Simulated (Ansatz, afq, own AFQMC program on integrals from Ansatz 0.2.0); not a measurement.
# N2 (quintet): quantum Monte Carlo beside coupled cluster, cc-pVTZ

How near does AFQMC come to the top of the ladder for N2 (quintet)?

Method: cc-pVTZ, frozen cores; program: Ansatz 0.2.0, Gaussian basis, and an in-house AFQMC program (afq) on its integrals; all values are calculated.

Plan: PBE (unrestricted); CCSD(T) on UHF; r2SCAN (unrestricted); CCSDT(Q) on UHF; PBE0 (unrestricted); B3LYP (unrestricted); wB97M-V (unrestricted); B2PLYP (unrestricted); Phaseless AFQMC, CISD trial on UHF.

## 1. The system

The geometry is a PBE0/def2-TZVP stationary point (not a proven minimum) of the parent state, kept for this charge and spin.

2 atoms, charge 0, spin multiplicity 5.

Atoms are counted from 1 here; the program's logs count them from 0.

Bond lengths: N1–N2 1.266 Å.

## 2. PBE (unrestricted)

in.yaml

```yaml
crystal:
  periodic: [false, false, false]
  atoms:
    - {symbol: N, position_ang: [0.000000, 0.000000, 0.000000]}
    - {symbol: N, position_ang: [0.000000, 0.000000, 1.266308]}
basis:
  gaussian: {orbitals: cc-pVTZ}
magnetization: {spin_polarized: true, initial_magnetization: 4}
hamiltonian: {xc: {name: PBE}}
output: {orbitals: {seedname: orbitals}}
```

Run with:

```
$ ansatz run in.yaml --threads 1 --pin off --events-out ev --progress --plain --max-ram 5632MiB --backend cpu
```

Standard output:

```text
Functional definition: PBE
  name "PBE"
  cite "Perdew, Burke & Ernzerhof, Phys. Rev. Lett. 77, 3865 (1996) doi:10.1103/PhysRevLett.77.3865"
  parent pbe
  parameter kappa = 0.804
  parameter beta = 0.06672455060314922
  exchange = pbe_x(kappa = kappa, mu = beta*pi^2/3)
  correlation = pbe_c(beta = beta)
350 factors; their error is unknown
mean field evaluation 1: about -2965.7615 eV, gradient 1.7e1 eV
mean field evaluation 2: about -2965.6945 eV, gradient 1.7e1 eV
mean field evaluation 4: about -2966.8382 eV, gradient 2.8e0 eV
mean field evaluation 8: about -2966.8587 eV, gradient 2.6e-2 eV
mean field evaluation 16: about -2966.8587 eV, gradient 3.6e-5 eV
mean field evaluation 32: about -2966.7681 eV, gradient 1.3e-1 eV
mean field -2966.85868793 eV, -109.0300457725 hartree, gradient 7.2e-7 eV, S^2 6.010129; 5 other end points of the search recorded, 0 dependent functions left out
reference -2966.85869875 eV, -109.0300461700 hartree; 9, 5 occupied and 51, 55 virtual orbitals, 350 factors
Total energy: -2966.85869875 eV, -109.0300461700 hartree
```

Wall time 1.9 s (1 thread, shared host); peak memory 1.6 GiB.

From the report: ⟨S²⟩ of the determinant 6.010 (pure quintet: 6.00).

## 3. CCSD(T) on UHF

in.yaml, as its differences from that of step 2:

```diff
@@ -8,3 +8,2 @@
 magnetization: {spin_polarized: true, initial_magnetization: 4}
-hamiltonian: {xc: {name: PBE}}
-output: {orbitals: {seedname: orbitals}}
+correlation: {method: ccsd_t, electrons: outside_noble_gas, hamiltonian_folder: ham}
```

Run with:

```
$ ansatz run in.yaml --threads 1 --pin off --events-out ev --progress --plain --max-ram 16896MiB --backend cuda --devices 0, --max-vram 18GiB
```

Standard output, cut to the lines that bear on the results:

```text
Functional definition: HF
  name "HF"
  cite "Fock, Z. Phys. 61, 126 (1930) doi:10.1007/BF01340294"
  parent pbe
[...]
363 factors; integrals over basis functions are off by at most 6.6e-4 eV
[...]
mean field -2957.75548101 eV, -108.6955090884 hartree, gradient 1.7e-6 eV, S^2 6.031775; 6 other end points of the search recorded, 0 dependent functions left out
determinant -2957.75548101 eV, -108.6955090884 hartree, with singles and doubles -2964.94195981 eV, -108.9596073132 hartree
determinant -2956.08476399 eV, -108.6341113704 hartree, with singles and doubles -2964.21434487 eV, -108.9328679574 hartree
2 core orbitals not correlated: weight in the atoms' cores, before any rotation towards them, 1.000 or more for the frozen orbitals, at most 0.000 for the correlated occupied ones
reference -2957.75548101 eV, -108.6955090884 hartree; 7, 3 occupied and 51, 55 virtual orbitals, 363 factors
second order -6.31948970 eV of doubles, -0.00000000 eV of singles
cycle   1  -7.13542231 eV  change   -8.0e-1 eV  update   1.6e-2
[...]
cycle   8  -7.16274513 eV  change    7.6e-6 eV  update   8.0e-6
perturbative correction -0.18974726 eV, -0.0069730833 hartree
Total energy: -2965.10797340 eV, -108.9657082001 hartree
```

Run time: 2.2 s. Hardware: 1 × H100 (card shared with other runs) with 1 thread, shared host; peak host memory 1.6 GiB.

From the report: ⟨S²⟩ of the determinant 6.032 (pure quintet: 6.00); correlation -7.3525 eV; T1 0.010; largest double amplitude 0.05.

This run also writes the integrals to the folder ham.

## 4. r2SCAN (unrestricted)

in.yaml, as its differences from that of step 3:

```diff
@@ -8,2 +8,2 @@
 magnetization: {spin_polarized: true, initial_magnetization: 4}
-correlation: {method: ccsd_t, electrons: outside_noble_gas, hamiltonian_folder: ham}
+hamiltonian: {xc: {name: r2SCAN}}
```

Run with:

```
$ ansatz run in.yaml --threads 1 --pin off --events-out ev --progress --plain --max-ram 5632MiB --backend cpu
```

Standard output:

```text
Functional definition: r2SCAN
  name "r2SCAN"
  cite "Furness, Kaplan, Ning, Perdew & Sun, J. Phys. Chem. Lett. 11, 8208 (2020) doi:10.1021/acs.jpclett.0c02405"
  cite "Furness, Kaplan, Ning, Perdew & Sun, J. Phys. Chem. Lett. 11, 9248 (2020) doi:10.1021/acs.jpclett.0c03077"
  parent r2scan
  parameter k0 = 0.174
  parameter k1 = 0.065
  parameter a1 = 4.9479
  exchange = r2scan_x(k0 = k0, k1 = k1, a1 = a1)
  correlation = r2scan_c
350 factors; their error is unknown
mean field evaluation 1: about -2968.2308 eV, gradient 1.6e1 eV
mean field evaluation 2: about -2968.8713 eV, gradient 8.2e0 eV
mean field evaluation 4: about -2969.1214 eV, gradient 3.8e-1 eV
mean field evaluation 8: about -2969.1063 eV, gradient 2.0e-3 eV
mean field evaluation 16: about -2969.1063 eV, gradient 1.2e-5 eV
mean field evaluation 32: about -2968.2881 eV, gradient 1.1e1 eV
mean field -2969.10630277 eV, -109.1126440943 hartree, gradient 1.2e-5 eV, S^2 6.019664; 4 other end points of the search recorded, 0 dependent functions left out
reference -2969.10630712 eV, -109.1126442543 hartree; 9, 5 occupied and 51, 55 virtual orbitals, 350 factors
Total energy: -2969.10630712 eV, -109.1126442543 hartree
```

Run time: 3.5 s. Hardware: 1 thread, shared host; peak memory 1.6 GiB.

From the report: ⟨S²⟩ of the determinant 6.020 (pure quintet: 6.00).

## 5. CCSDT(Q) on UHF

in.yaml, as its differences from that of step 4:

```diff
@@ -8,2 +8,2 @@
 magnetization: {spin_polarized: true, initial_magnetization: 4}
-hamiltonian: {xc: {name: r2SCAN}}
+correlation: {method: ccsdt_q, electrons: outside_noble_gas}
```

Run with:

```
$ ansatz run in.yaml --threads 1 --pin off --events-out ev --progress --plain --max-ram 16896MiB --backend cuda --devices 0, --max-vram 18GiB
```

Standard output, cut to the lines that bear on the results:

```text
Functional definition: HF
  name "HF"
  cite "Fock, Z. Phys. 61, 126 (1930) doi:10.1007/BF01340294"
  parent pbe
[...]
725 factors; integrals over basis functions are off by at most 1.9e-7 eV
[...]
mean field -2957.75551433 eV, -108.6955103130 hartree, gradient 1.5e-6 eV, S^2 6.031775; 6 other end points of the search recorded, 0 dependent functions left out
determinant -2957.75551433 eV, -108.6955103130 hartree, with singles and doubles -2964.94201577 eV, -108.9596093697 hartree
determinant -2956.08481673 eV, -108.6341133086 hartree, with singles and doubles -2964.21441125 eV, -108.9328703968 hartree
2 core orbitals not correlated: weight in the atoms' cores, before any rotation towards them, 1.000 or more for the frozen orbitals, at most 0.000 for the correlated occupied ones
reference -2957.75551433 eV, -108.6955103130 hartree; 7, 3 occupied and 51, 55 virtual orbitals, 725 factors
second order -6.31951145 eV of doubles, -0.00000000 eV of singles
cycle   1  -6.92772344 eV  change   -6.1e-1 eV  update   5.3e-2
[...]
cycle  15  -7.37377922 eV  change    8.5e-7 eV  update   5.2e-7
perturbative correction -0.00535605 eV, -0.0001968311 hartree
Total energy: -2965.13464960 eV, -108.9666885323 hartree
```

It took 4.1 s on 1 × H100 (card shared with other runs) with 1 thread, shared host; peak host memory 1.6 GiB.

From the report: ⟨S²⟩ of the determinant 6.032 (pure quintet: 6.00); correlation -7.3791 eV; T1 0.011; largest double amplitude 0.05.

## 6. PBE0 (unrestricted)

in.yaml, as its differences from that of step 5:

```diff
@@ -8,2 +8,3 @@
 magnetization: {spin_polarized: true, initial_magnetization: 4}
-correlation: {method: ccsdt_q, electrons: outside_noble_gas}
+hamiltonian: {xc: {name: PBE0}}
+output: {orbitals: {seedname: orbitals}}
```

Run with:

```
$ ansatz run in.yaml --threads 1 --pin off --events-out ev --progress --plain --max-ram 5632MiB --backend cpu
```

Standard output:

```text
Functional definition: PBE0
  name "PBE0"
  cite "Adamo & Barone, J. Chem. Phys. 110, 6158 (1999) doi:10.1063/1.478522"
  cite "Perdew, Burke & Ernzerhof, Phys. Rev. Lett. 77, 3865 (1996) doi:10.1103/PhysRevLett.77.3865"
  parent pbe
  parameter a = 0.25
  parameter kappa = 0.804
  parameter beta = 0.06672455060314922
  exchange = (1 - a)*pbe_x(kappa = kappa, mu = beta*pi^2/3) + a*exact_x
  correlation = pbe_c(beta = beta)
356 factors; their error is unknown
mean field evaluation 1: about -2966.4091 eV, gradient 1.1e1 eV
mean field evaluation 2: about -2966.6953 eV, gradient 5.8e0 eV
mean field evaluation 4: about -2966.8257 eV, gradient 1.5e-1 eV
mean field evaluation 8: about -2966.8260 eV, gradient 4.7e-4 eV
mean field evaluation 16: about -2966.8653 eV, gradient 1.0e0 eV
mean field evaluation 32: about -2967.3079 eV, gradient 2.2e0 eV
mean field -2967.32878257 eV, -109.0473214316 hartree, gradient 3.9e-6 eV, S^2 6.013386; 2 other end points of the search recorded, 0 dependent functions left out
reference -2967.32879071 eV, -109.0473217309 hartree; 9, 5 occupied and 51, 55 virtual orbitals, 356 factors
Total energy: -2967.32879071 eV, -109.0473217309 hartree
```

Wall time 1.2 s (1 thread, shared host); peak memory 1.6 GiB.

From the report: ⟨S²⟩ of the determinant 6.013 (pure quintet: 6.00).

## 7. B3LYP (unrestricted)

in.yaml, as its differences from that of step 6:

```diff
@@ -8,3 +8,2 @@
 magnetization: {spin_polarized: true, initial_magnetization: 4}
-hamiltonian: {xc: {name: PBE0}}
-output: {orbitals: {seedname: orbitals}}
+hamiltonian: {xc: {name: B3LYP}}
```

Launched as before.

Standard output, cut to the lines that bear on the results:

```text
Functional definition: B3LYP
  name "B3LYP"
  cite "Stephens, Devlin, Chabalowski & Frisch, J. Phys. Chem. 98, 11623 (1994) doi:10.1021/j100096a001"
  cite "Becke, Phys. Rev. A 38, 3098 (1988) doi:10.1103/PhysRevA.38.3098"
  cite "Lee, Yang & Parr, Phys. Rev. B 37, 785 (1988) doi:10.1103/PhysRevB.37.785"
  cite "Vosko, Wilk & Nusair, Can. J. Phys. 58, 1200 (1980) doi:10.1139/p80-159"
[...]
350 factors; their error is unknown
[...]
mean field -2970.49625161 eV, -109.1637237722 hartree, gradient 6.9e-7 eV, S^2 6.010863; 3 other end points of the search recorded, 0 dependent functions left out
reference -2970.49634440 eV, -109.1637271821 hartree; 9, 5 occupied and 51, 55 virtual orbitals, 350 factors
Total energy: -2970.49634440 eV, -109.1637271821 hartree
```

It took 1.9 s on 1 thread, shared host; peak memory 1.6 GiB.

From the report: ⟨S²⟩ of the determinant 6.011 (pure quintet: 6.00).

## 8. wB97M-V (unrestricted)

in.yaml, as its differences from that of step 7:

```diff
@@ -8,2 +8,3 @@
 magnetization: {spin_polarized: true, initial_magnetization: 4}
-hamiltonian: {xc: {name: B3LYP}}
+hamiltonian: {xc: {name: wB97M-V}}
+output: {orbitals: {seedname: orbitals}}
```

Launched as before.

Standard output, cut to the lines that bear on the results:

```text
Functional definition: wB97M-V
  name "wB97M-V"
  cite "Mardirossian & Head-Gordon, J. Chem. Phys. 144, 214110 (2016) doi:10.1063/1.4952647"
  cite "Becke, J. Chem. Phys. 107, 8554 (1997) doi:10.1063/1.475007"
  cite "Vydrov & Van Voorhis, J. Chem. Phys. 133, 244103 (2010) doi:10.1063/1.3521275"
  # Of w^i u^j: cxij and so on, Table III.
[...]
  gx(w, u) = 1 - cx + cx01*u + cx10*w
  gss(w, u) = css00 + css04*u^4 + css10*w + css20*w^2 + css43*w^4*u^3
  gos(w, u) = cos00 + cos10*w + (cos20 + cos21*u)*w^2 + (cos60 + cos61*u)*w^6
[...]
      + integral(e_c_pw_mod_opposite_spin*gos(b97_w_opposite, b97_u_opposite)) + vv10(b, c)
350 factors; their error is unknown
54 factors; integrals over basis functions are off by at most 1.2e-4 eV
[...]
mean field -2969.68033324 eV, -109.1337393250 hartree, gradient 8.5e-7 eV, S^2 6.008677; 2 other end points of the search recorded, 0 dependent functions left out
reference -2969.68034907 eV, -109.1337399068 hartree; 9, 5 occupied and 51, 55 virtual orbitals, 350 factors
Total energy: -2969.68034907 eV, -109.1337399068 hartree
```

It took 4.8 s on 1 thread, shared host; peak memory 1.6 GiB.

From the report: ⟨S²⟩ of the determinant 6.009 (pure quintet: 6.00).

## 9. B2PLYP (unrestricted)

in.yaml, as its differences from that of step 8:

```diff
@@ -8,3 +8,3 @@
 magnetization: {spin_polarized: true, initial_magnetization: 4}
-hamiltonian: {xc: {name: wB97M-V}}
-output: {orbitals: {seedname: orbitals}}
+hamiltonian: {xc: {name: B2PLYP}}
+correlation: {electrons: outside_noble_gas}
```

Same command.

Standard output, cut to the lines that bear on the results:

```text
Functional definition: B2PLYP
  name "B2PLYP"
  cite "Grimme, J. Chem. Phys. 124, 034108 (2006) doi:10.1063/1.2148954"
  cite "Becke, Phys. Rev. A 38, 3098 (1988) doi:10.1103/PhysRevA.38.3098"
  cite "Lee, Yang & Parr, Phys. Rev. B 37, 785 (1988) doi:10.1103/PhysRevB.37.785"
[...]
363 factors; integrals over basis functions are off by at most 6.6e-4 eV
[...]
mean field -2966.36479433 eV, -109.0118955173 hartree, gradient 6.6e-7 eV, S^2 6.017307; 3 other end points of the search recorded, 0 dependent functions left out
2 core orbitals not correlated: weight in the atoms' cores, before any rotation towards them, 1.000 or more for the frozen orbitals, at most 0.000 for the correlated occupied ones
reference -2966.36485340 eV, -109.0118976882 hartree; 7, 3 occupied and 51, 55 virtual orbitals, 363 factors
second order -7.54143156 eV of doubles, -0.00000000 eV of singles
Total energy: -2968.40103993 eV, -109.0867261628 hartree
```

Run time: 1.1 s. Hardware: 1 thread, shared host; peak memory 1.6 GiB.

From the report: ⟨S²⟩ of the determinant 6.017 (pure quintet: 6.00).

## 10. Phaseless AFQMC, CISD trial on UHF

It reads the integrals that the CCSD(T) run on this determinant wrote.

Run with:

```
$ afq ham --method phaseless --trial cisd --walkers 2600 --populations 20 --least-time 60 --time-step 0.005 --steps-per-block 50 --equilibration-blocks 28 --max-blocks 4000 --target-error 0.00019 --factor-cut 1e-05 --start spin_pure --seed 851 --release-times 0.24,0.5,1,1.5 --release-step 0.02 --release-every 3 --taylor-order 6
```

Standard output:

```text
orbitals 58  electrons 7 3  factors 363 of 363
reference energy -108.69550909 Eh
CCSD correlation -0.26322594 Eh in 9 cycles, weight of the determinant in the CISD state 0.9245
energy of the start -108.957787 Eh
 block  time / (1/Eh)  mean weight  energy / Eh
     1     0.250  1.0000  -108.958360
     2     0.500  0.9996  -108.961573
     3     0.750  1.0000  -108.963722
     4     1.000  1.0001  -108.965006
     5     1.250  1.0000  -108.965765
     6     1.500  0.9999  -108.965776
     7     1.750  0.9996  -108.966503
     8     2.000  1.0001  -108.966008
     9     2.250  1.0000  -108.966549
    10     2.500  1.0003  -108.966407
    11     2.750  1.0000  -108.965940
    12     3.000  0.9996  -108.966124
    13     3.250  0.9997  -108.966397
    14     3.500  1.0001  -108.966383
    15     3.750  0.9998  -108.966305
    16     4.000  0.9999  -108.966121
    17     4.250  0.9997  -108.966667
    18     4.500  0.9999  -108.966274
    19     4.750  1.0003  -108.966837
    20     5.000  1.0000  -108.966201
    21     5.250  1.0002  -108.966264
    22     5.500  1.0006  -108.966402
    23     5.750  0.9994  -108.965879
    24     6.000  1.0007  -108.966710
    25     6.250  1.0002  -108.966494
    26     6.500  1.0002  -108.966078
    27     6.750  1.0002  -108.965910
    28     7.000  0.9999  -108.966491
    29     7.250  1.0006  -108.966509
    30     7.500  0.9999  -108.966616
    31     7.750  0.9999  -108.966679
    32     8.000  1.0002  -108.965850
    33     8.250  1.0002  -108.966015
    34     8.500  0.9992  -108.966343
    35     8.750  1.0001  -108.966071
    36     9.000  1.0003  -108.966273
    37     9.250  1.0000  -108.966440
    38     9.500  1.0003  -108.966461
    39     9.750  0.9999  -108.966500
    40    10.000  0.9997  -108.966356
    41    10.250  0.9996  -108.966814
    42    10.500  0.9999  -108.966530
    43    10.750  1.0000  -108.965957
    44    11.000  0.9995  -108.966098
    45    11.250  0.9999  -108.966330
    46    11.500  1.0004  -108.966445
    47    11.750  0.9998  -108.966527
    48    12.000  1.0002  -108.966131
    49    12.250  1.0005  -108.965991
    50    12.500  1.0003  -108.966228
    51    12.750  0.9998  -108.966183
    52    13.000  0.9995  -108.966451
    53    13.250  1.0002  -108.966393
    54    13.500  1.0002  -108.966356
    55    13.750  1.0005  -108.966675
    56    14.000  1.0004  -108.965826
    57    14.250  1.0002  -108.966077
    58    14.500  0.9998  -108.966429
    59    14.750  0.9997  -108.966257
    60    15.000  1.0001  -108.965894
    61    15.250  1.0003  -108.965975
    62    15.500  1.0001  -108.966532
    63    15.750  1.0006  -108.966218
    64    16.000  0.9994  -108.965752
    65    16.250  1.0006  -108.965360
    66    16.500  1.0002  -108.965824
    67    16.750  1.0000  -108.966169
    68    17.000  1.0000  -108.966508
    69    17.250  1.0001  -108.966904
    70    17.500  1.0001  -108.966192
    71    17.750  1.0001  -108.965662
    72    18.000  0.9999  -108.966620
    73    18.250  0.9999  -108.966249
    74    18.500  1.0004  -108.966502
    75    18.750  1.0002  -108.966035
    76    19.000  0.9995  -108.966060
    77    19.250  1.0005  -108.966105
    78    19.500  0.9997  -108.966091
error from the spread of 20 populations
released: time / (1/Eh)  energy / Eh  error  mean overlap
  0.24  -108.966544  0.000067  0.9942
  0.50  -108.966557  0.000074  0.9937
  1.00  -108.966749  0.000085  0.9895
  1.50  -108.966528  0.000116  0.9937
energy -108.966249 +/- 0.000104 Eh
```

It took 36 s on 1 × H100 (card shared with other runs) with 2 threads, shared host.

Energy -2965.1227 ± 0.0028 eV. Caveats: constraint bias not in the error.

## 11. AFQMC on the ladder

On the UHF determinant, counted from CCSDT(Q) (a yardstick, not exact):

```csv
level,energy (eV),from CCSDT(Q) (kJ/mol),statistical error (kJ/mol),time
HF,-2957.7555,+712.0,,
MP2,-2964.0750,+102.2,,
CCSD,-2964.9182,+20.9,,
CCSD(T),-2965.1080,+2.6,,
CCSDT(Q),-2965.1346,0.0,,
"Phaseless AFQMC, CISD trial, step 0.005, 2600 walkers",-2965.1227,+1.2,0.3,36 s
```

The functionals' totals stand on their own zeros and serve differences with other points: PBE -2966.859 eV; r2SCAN -2969.106 eV; PBE0 -2967.329 eV; B3LYP -2970.496 eV; wB97M-V -2969.680 eV; B2PLYP -2968.401 eV.

## 12. What came out

| quantity | value |
| --- | --- |
| CCSD(T) on UHF from CCSDT(Q) | +2.6 kJ/mol |
| Phaseless AFQMC, CISD trial on UHF from CCSDT(Q) | +1.2 ± 0.3 kJ/mol |

On UHF the phaseless walk with the CISD trial lies +1.2 kJ/mol from CCSDT(Q), 4 times its error bar. Error bars are statistical and leave out the constraint, the time step and what remains of the start.
